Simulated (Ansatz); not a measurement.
**Sn (within 0.1 Å of I4/mmm, No. 139, 1 atom in the cell; start mp-623511; another form than the element's usual one)**

The numbers are results of r²SCAN (Ansatz, a program for electronic structure, PAW), not measurements.

Numerical settings: plane-wave cutoff 500 eV, 30×30×30 k mesh, Fermi–Dirac smearing 0.1 eV, scalar-relativistic PAW data made under PBE.

Cell (relaxed at this level):

Sn is taken in the tetragonal space group I4/mmm (No. 139), Pearson symbol tI2. Cell: a = b = 4.023 Å, c = 3.358 Å, α = β = γ = 90.00°. Sn on 2a has 10 Sn at 3.303–3.358 Å. (Neighbours: up to the widest gap in distance over summed covalent radii, below 1.35, at either atom.)
(The calculation used a cell of 1 atom; values per cell refer to that cell.)

| Property | Value |
|---|---|
| band gap | zero (no gap) |

Spin–orbit coupling is not included.

Computed values are for the static lattice.

The result took roughly 22 core-minutes.

A start named mp-… is a Materials Project structure, which need not be a measured phase.
